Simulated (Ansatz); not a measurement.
The input, for Ansatz 0.2.0:

```yaml
crystal:
  periodic: [false, false, false]
  atoms:
    - {symbol: B, position_ang: [-0.138312, 0.035319, 1.578598]}
    - {symbol: Na, position_ang: [0.006106, 0.035319, -0.876016]}
    - {symbol: H, position_ang: [0.968642, -2.307255, 1.504680]}
    - {symbol: H, position_ang: [0.375585, 1.122843, 1.544282]}
basis:
  gaussian: {orbitals: 6-31G}
magnetization: {spin_polarized: false, initial_magnetization: 3}
correlation: {method: mp2, electrons: valence}
scf: {lower_state_search: light}
```

```sh
$ ansatz run in.yaml --threads 1 --pin off --events-out ev --progress --plain --max-ram 2393MiB
```

**Question.** One thing in this input was set wrong on purpose, beside settings that are merely unusual. What is the gravest fault, and what does the program do?

**Answer.** Multiplicity of wrong parity. How the run ends: refused.
```
Error: a molecule whose nuclei and cores have a total charge of 18 cannot have a net charge of 0 together with 3 unpaired electrons
```
